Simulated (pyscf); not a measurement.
`[CH3][CH2][CH2][Br]` + `[Cl-]` → `[Br-]` + `[CH3][CH2][CH2][Cl]` (substitution at C; singlet surface; Br–C broken, C–Cl formed). PySCF, gas phase, ωB97X-D3(BJ)/def2-SVPD geometries. Energies in kcal/mol from the separated reactants.

```json
[
 {"level": "ωB97X-D3(BJ)/def2-TZVPD", "barrier": "1.3", "reaction energy": "-7.8"},
 {"level": "r²SCAN/def2-TZVPD", "barrier": "-6.2", "reaction energy": "-8.7"},
 {"level": "PBE0-D3(BJ)/def2-TZVPD", "barrier": "(withheld)", "reaction energy": "-8.7"},
 {"level": "M06-2X/def2-TZVPD", "barrier": "-1.5", "reaction energy": "-9.6"},
 {"level": "ωB97M-D3(BJ)/def2-TZVPD", "barrier": "-0.1", "reaction energy": "-8.7"},
 {"level": "HF/def2-TZVPD", "barrier": "(withheld)", "reaction energy": "(withheld)"}
]
```

**Question.** Complete the blanks.

**Answer.** 
- PBE0-D3(BJ)/def2-TZVPD, barrier: -2.9
- HF/def2-TZVPD, barrier: 4.1
- HF/def2-TZVPD, reaction energy: -11.7

On the reactant side the descent ends in a bound adduct, 12.6 kcal/mol under the separated species and 13.9 kcal/mol under the saddle at ωB97X-D3(BJ)/def2-TZVPD. On the product side the descent ends in a bound adduct, 11.1 kcal/mol under the separated species and 20.2 kcal/mol under the saddle at ωB97X-D3(BJ)/def2-TZVPD. At r²SCAN, PBE0-D3(BJ), M06-2X the saddle lies under the separated reactants, which points to a path from their complex (located at ωB97X-D3(BJ) alone). This is the saddle that the search found; another between the same sides may lie lower. The angle at the attacked C is 164°. Elements up to Kr have no core potential and no relativistic terms here.
